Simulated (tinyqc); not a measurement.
Worked calculation (part 2 of 2): coupled-perturbed Hartree-Fock on RHF in the sto-3g basis, for BH3, spin multiplicity 1. Computed by tinyqc, a small Python program that keeps every step (integrals from PySCF). Command: `OMP_NUM_THREADS=1 python tinyqc.py 23819 23820 out.jsonl` (the two numbers bound the seeds that draw the settings). One thread of a shared host (Intel(R) Xeon(R) Processor @ 2.60GHz), about 0.2 s of CPU time with the checks.

Geometry (angstrom):

| atom | x | y | z |
|---|---|---|---|
| B | 0.000000 | 0.000000 | 0.025000 |
| H | 1.220000 | 0.000000 | 0.000000 |
| H | -0.610000 | 1.057000 | 0.000000 |
| H | -0.610000 | -1.057000 | 0.000000 |

## Integrals over molecular orbitals

coefficients C:
```
              MO1        MO2        MO3        MO4        MO5        MO6        MO7        MO8
1B 1s    0.991006  -0.226940   0.000072   0.000000  -0.008791  -0.262472   0.000000  -0.000931
1B 2s    0.036260   0.569030  -0.000273   0.000000   0.039259   1.414470   0.000000   0.005309
1B 2px   0.000004   0.000173   0.505289   0.000000  -0.000001  -0.003855   0.000000   1.164704
1B 2py   0.000000   0.000000   0.000000   0.505270   0.000000   0.000000   1.164667   0.000000
1B 2pz  -0.000129  -0.003787  -0.000002   0.000000   0.999274  -0.044277   0.000000  -0.000158
2H 1s   -0.006187   0.279098   0.521145   0.000000  -0.013334  -0.724069   0.000000  -0.962181
3H 1s   -0.006185   0.278846  -0.260740   0.451406  -0.013343  -0.728868  -0.830808   0.477021
4H 1s   -0.006185   0.278846  -0.260740  -0.451406  -0.013343  -0.728868   0.830808   0.477021
```

core Hamiltonian H = T + V (hartree), lower triangle:
```
             1B 1s      1B 2s     1B 2px     1B 2py     1B 2pz      2H 1s      3H 1s      4H 1s
1B 1s   -13.621792
1B 2s    -3.537646  -4.672151
1B 2px   -0.000017  -0.000119  -3.935086
1B 2py    0.000000   0.000000   0.000000  -3.935093
1B 2pz    0.001085   0.009590   0.000003   0.000000  -3.761323
2H 1s    -0.823530  -1.936923  -1.760145   0.000000   0.037973  -3.107699
3H 1s    -0.822800  -1.935877   0.879423  -1.523905   0.037946  -0.429201  -3.106981
4H 1s    -0.822800  -1.935877   0.879423   1.523905   0.037946  -0.429201  -0.428722  -3.106981
```

Given earlier and not repeated: Two-electron integrals (ij|kl) in chemists' order.

(pq|rs) = sum C_ip C_jq C_kr C_ls (ij|kl), one index at a time.

one-electron integrals over orbitals h = C^T H C (hartree), lower triangle:
```
            1          2          3          4          5          6          7          8
1  -13.605823
2    0.297541  -3.757861
3   -0.000102  -0.000118  -3.486632
4    0.000000   0.000000   0.000000  -3.486408
5    0.012466  -0.007822   0.000011   0.000000  -3.760588
6    0.304333  -0.611427   0.002484   0.000000   0.022166  -2.944478
7    0.000000   0.000000   0.000000  -0.629759   0.000000   0.000000  -3.136838
8    0.001058  -0.002363  -0.629571   0.000000   0.000072   0.000699   0.000000  -3.136802
```

Two-electron integrals over orbitals (pq|rs), unique and non-zero (hartree):
```
(11|11) 2.886100    (21|11) -0.249644   (21|21) 0.033745    (22|11) 0.598270
(22|21) -0.008450   (22|22) 0.440388    (31|11) 0.000079    (31|21) -0.000008
(31|22) 0.000013    (31|31) 0.007355    (32|11) 0.000010    (32|21) 0.000007
(32|22) 0.000105    (32|31) 0.012586    (32|32) 0.120050    (33|11) 0.538347
(33|21) -0.003569   (33|22) 0.434761    (33|31) 0.003975    (33|32) 0.063575
(33|33) 0.486998    (41|41) 0.007353    (42|41) 0.012582    (42|42) 0.119968
(43|41) -0.003985   (43|42) -0.063649   (43|43) 0.049476    (44|11) 0.538292
(44|21) -0.003571   (44|22) 0.434646    (44|31) -0.003978   (44|32) -0.063620
(44|33) 0.388251    (44|44) 0.487044    (51|11) -0.009478   (51|21) 0.001176
(51|22) -0.000766   (51|31) -4.79e-07   (51|32) -7.24e-08   (51|33) -0.000390
(51|44) -0.000390   (51|51) 0.021922    (52|11) 0.005047    (52|21) -0.000389
(52|22) -0.000776   (52|31) 7.46e-08    (52|32) -2.42e-07   (52|33) -0.000583
(52|44) -0.000583   (52|51) 0.021236    (52|52) 0.069051    (53|11) -4.17e-06
(53|21) 2.32e-07    (53|22) -1.15e-06   (53|31) 0.000143    (53|32) -0.001005
(53|33) -0.001000   (53|44) 0.001000    (53|51) -0.000007   (53|52) -0.000016
(53|53) 0.017352    (54|41) 0.000143    (54|42) -0.001006   (54|43) 0.001002
(54|54) 0.017350    (55|11) 0.741801    (55|21) -0.009741   (55|22) 0.461260
(55|31) 2.81e-06    (55|32) 0.000008    (55|33) 0.430226    (55|44) 0.430193
(55|51) 0.001260    (55|52) 0.006610    (55|53) -4.00e-06   (55|55) 0.586858
(61|11) -0.276018   (61|21) 0.038241    (61|22) -0.008646   (61|31) -0.000056
(61|32) -0.000065   (61|33) -0.003445   (61|44) -0.003408   (61|51) 0.000596
(61|52) -0.001085   (61|53) -5.26e-07   (61|55) -0.007839   (61|61) 0.043488
(62|11) 0.216871    (62|21) -0.009361   (62|22) 0.043265    (62|31) -0.000024
(62|32) -0.000014   (62|33) 0.021524    (62|44) 0.021373    (62|51) -0.001052
(62|52) -0.000302   (62|53) -0.000006   (62|55) 0.108772    (62|61) -0.009393
(62|62) 0.070975    (63|11) -0.000801   (63|21) 0.000023    (63|22) -0.000221
(63|31) 0.003351    (63|32) -0.043265   (63|33) -0.041030   (63|44) 0.040824
(63|51) 2.59e-07    (63|52) -0.000009   (63|53) 0.001155    (63|55) -0.000397
(63|61) -2.51e-07   (63|62) -0.000408   (63|63) 0.059785    (64|41) 0.003329
(64|42) -0.043599   (64|43) 0.041127    (64|54) 0.001161    (64|64) 0.060219
(65|11) -0.004985   (65|21) -0.000138   (65|22) -0.002543   (65|31) -1.80e-06
(65|32) -0.000013   (65|33) -0.001132   (65|44) -0.001118   (65|51) 0.023476
(65|52) 0.065025    (65|53) -0.000080   (65|55) 0.000422    (65|61) -0.000969
(65|62) -0.004238   (65|63) 0.000011    (65|65) 0.067107    (66|11) 0.613543
(66|21) -0.011314   (66|22) 0.435530    (66|31) -0.000085   (66|32) -0.000741
(66|33) 0.433430    (66|44) 0.434221    (66|51) -0.002207   (66|52) -0.004592
(66|53) 0.000010    (66|55) 0.456280    (66|61) -0.011288   (66|62) 0.027725
(66|63) 0.000212    (66|65) -0.005786   (66|66) 0.451519    (71|41) 0.012932
(71|42) 0.019283    (71|43) -0.005313   (71|54) 0.000278    (71|64) 0.006009
(71|71) 0.022961    (72|41) 0.007798    (72|42) -0.002281   (72|43) 0.024037
(72|54) 0.001549    (72|64) 0.045812    (72|71) 0.013099    (72|72) 0.048603
(73|41) 0.003067    (73|42) 0.050269    (73|43) -0.023696   (73|54) -0.000836
(73|64) -0.030729   (73|71) 0.005141    (73|72) -0.009620   (73|73) 0.035443
(74|11) 0.204486    (74|21) -0.005371   (74|22) 0.047680    (74|31) 0.003071
(74|32) 0.050274    (74|33) 0.053234    (74|44) 0.005915    (74|51) 0.000024
(74|52) 0.002662    (74|53) -0.000836   (74|55) 0.098898    (74|61) -0.005033
(74|62) 0.068257    (74|63) -0.030759   (74|65) -0.001134   (74|66) 0.027201
(74|74) 0.105229    (75|41) 0.000513    (75|42) 0.003563    (75|43) -0.001736
(75|54) 0.016237    (75|64) -0.001407   (75|71) 0.000857    (75|72) 0.000460
(75|73) 0.001510    (75|75) 0.020364    (76|41) 0.012834    (76|42) 0.108310
(76|43) -0.058126   (76|54) -0.001326   (76|64) -0.046743   (76|71) 0.020538
(76|72) -0.008140   (76|73) 0.052281    (76|75) 0.003150    (76|76) 0.111115
(77|11) 0.678977    (77|21) -0.009682   (77|22) 0.454740    (77|31) 0.000803
(77|32) -0.028561   (77|33) 0.418694    (77|44) 0.484781    (77|51) -0.000278
(77|52) 0.001065    (77|53) 0.001015    (77|55) 0.475362    (77|61) -0.009174
(77|62) 0.046592    (77|63) 0.036960    (77|65) -0.000759   (77|66) 0.460938
(77|74) 0.044002    (77|77) 0.524824    (81|11) -0.000977   (81|21) 0.000141
(81|22) -0.000014   (81|31) 0.012933    (81|32) 0.019286    (81|33) 0.005282
(81|44) -0.005315   (81|51) 2.13e-06    (81|52) -3.68e-06   (81|53) 0.000278
(81|55) -0.000027   (81|61) 0.000076    (81|62) -0.000078   (81|63) 0.006045
(81|65) -0.000006   (81|66) -0.000181   (81|74) 0.005127    (81|77) 0.002249
(81|81) 0.022960    (82|11) 0.000833    (82|21) -0.000032   (82|22) 0.000167
(82|31) 0.007795    (82|32) -0.002340   (82|33) -0.023972   (82|44) 0.024144
(82|51) -3.60e-06   (82|52) 5.82e-07    (82|53) 0.001549    (82|55) 0.000413
(82|61) -0.000080   (82|62) 0.000115    (82|63) 0.045765    (82|65) -0.000016
(82|66) 0.000164    (82|74) -0.009369   (82|77) 0.030804    (82|81) 0.013092
(82|82) 0.048615    (83|11) 0.204453    (83|21) -0.005374   (83|22) 0.047581
(83|31) -0.003062   (83|32) -0.050448   (83|33) 0.005799    (83|44) 0.053374
(83|51) 0.000024    (83|52) 0.002662    (83|53) 0.000836    (83|55) 0.098873
(83|61) -0.004998   (83|62) 0.068207    (83|63) 0.030393    (83|65) -0.001122
(83|66) 0.027913    (83|74) 0.037917    (83|77) 0.066331    (83|81) -0.005150
(83|82) 0.010029    (83|83) 0.105437    (84|41) 0.003083    (84|42) 0.050122
(84|43) -0.023548   (84|54) -0.000831   (84|64) -0.030515   (84|71) 0.005168
(84|72) -0.009444   (84|73) 0.031671    (84|75) 0.001505    (84|76) 0.052120
(84|84) 0.035224    (85|11) -0.000016   (85|21) -2.98e-07   (85|22) -0.000006
(85|31) 0.000513    (85|32) 0.003564    (85|33) 0.001727    (85|44) -0.001737
(85|51) 0.000084    (85|52) 0.000238    (85|53) 0.016236    (85|55) 2.84e-06
(85|61) -0.000006   (85|62) -0.000016   (85|63) -0.001395   (85|65) 0.000168
(85|66) -0.000042   (85|74) 0.001506    (85|77) -0.000616   (85|81) 0.000857
(85|82) 0.000459    (85|83) -0.001519   (85|85) 0.020363    (86|11) -0.000183
(86|21) -1.94e-06   (86|22) 0.000032    (86|31) 0.012840    (86|32) 0.108140
(86|33) 0.057730    (86|44) -0.057894   (86|51) -0.000007   (86|52) -0.000020
(86|53) -0.001318   (86|55) -0.000043   (86|61) -0.000079   (86|62) -0.000051
(86|63) -0.046106   (86|65) -0.000029   (86|66) -0.000788   (86|74) 0.052102
(86|77) -0.029588   (86|81) 0.020551    (86|82) -0.007966   (86|83) -0.052459
(86|85) 0.003145    (86|86) 0.110685    (87|41) 0.000845    (87|42) -0.028177
(87|43) 0.032873    (87|54) 0.001012    (87|64) 0.037094    (87|71) 0.002352
(87|72) 0.030585    (87|73) -0.010943   (87|75) -0.000603   (87|76) -0.029359
(87|84) -0.010803   (87|87) 0.034293    (88|11) 0.678975    (88|21) -0.009682
(88|22) 0.454784    (88|31) -0.000707   (88|32) 0.029347    (88|33) 0.485194
(88|44) 0.418247    (88|51) -0.000278   (88|52) 0.001064    (88|53) -0.001026
(88|55) 0.475369    (88|61) -0.009159   (88|62) 0.046783    (88|63) -0.037724
(88|65) -0.000764   (88|66) 0.460518    (88|74) 0.066603    (88|77) 0.455618
(88|81) -0.002170   (88|82) -0.030506   (88|83) 0.043495    (88|85) 0.000633
(88|86) 0.030192    (88|88) 0.525253
```

## Response to a field: uncoupled start

orbital energies (hartree): MO1 -7.418357, MO2 -0.655881, MO3 -0.453795, MO4 -0.453782, MO5 0.240696, MO6 0.654502, MO7 0.725310, MO8 0.725361

dipole integrals <a|z|i> (bohr):
```
           i1         i2         i3        i4
a5   0.121511   0.815247  -0.000289  0.000000
a6  -0.004389  -0.003225  -0.000102  0.000000
a7   0.000000   0.000000   0.000000  0.029677
a8  -0.000015   0.000006   0.029678  0.000000
```

Field along z; U_ai = -mu_ai / (e_a - e_i), alpha = -4 sum U_ai mu_ai.

uncoupled U:
```
           i1         i2         i3         i4
a5  -0.015865  -0.909288   0.000416   0.000000
a6   0.000544   0.002461   0.000092   0.000000
a7   0.000000   0.000000   0.000000  -0.025169
a8   0.000002  -0.000004  -0.025169   0.000000
```

uncoupled polarisability = 2.978906 bohr^3

## Coupled step 1

U_ai = -(mu_ai + sum_bj [4 (ai|bj) - (ab|ij) - (aj|bi)] U_bj) / (e_a - e_i); alpha = -4 sum U_ai mu_ai.

U after step 1:
```
           i1         i2         i3         i4
a5  -0.008550  -1.165389   0.000568   0.000000
a6  -0.000003   0.008554   0.000081   0.000000
a7   0.000000   0.000000   0.000000  -0.022886
a8   0.000000   0.000015  -0.022887   0.000000
```

polarisability = 3.810020 bohr^3

## Coupled step 2

As before.

U after step 2:
```
           i1         i2         i3         i4
a5  -0.005445  -1.238614   0.000631   0.000000
a6  -0.000107   0.009504   0.000077   0.000000
a7   0.000000   0.000000   0.000000  -0.022154
a8   0.000000   0.000018  -0.022154   0.000000
```

polarisability = 4.047131 bohr^3

## Coupled polarisability

Repeat until U stops changing; compare with -d2E/dF2.

Course of the coupled iterations:

| step | alpha (bohr^3) |
|---|---|
| 0 | 2.978906 |
| 1 | 3.810020 |
| 2 | 4.047131 |
| 3 | 4.115128 |
| 4 | 4.134662 |
| 5 | 4.140278 |
| 6 | 4.141892 |
| 7 | 4.142356 |
| 8 | 4.142490 |
| 9 | 4.142528 |
| 10 | 4.142539 |
| 11 | 4.142543 |
| 12 | 4.142544 |
| 13 | 4.142544 |
| 14 | 4.142544 |
| 15 | 4.142544 |
| 16 | 4.142544 |

coupled polarisability = 4.142544 bohr^3

finite-field check, fields of +/-0.001 au = 4.142540 bohr^3
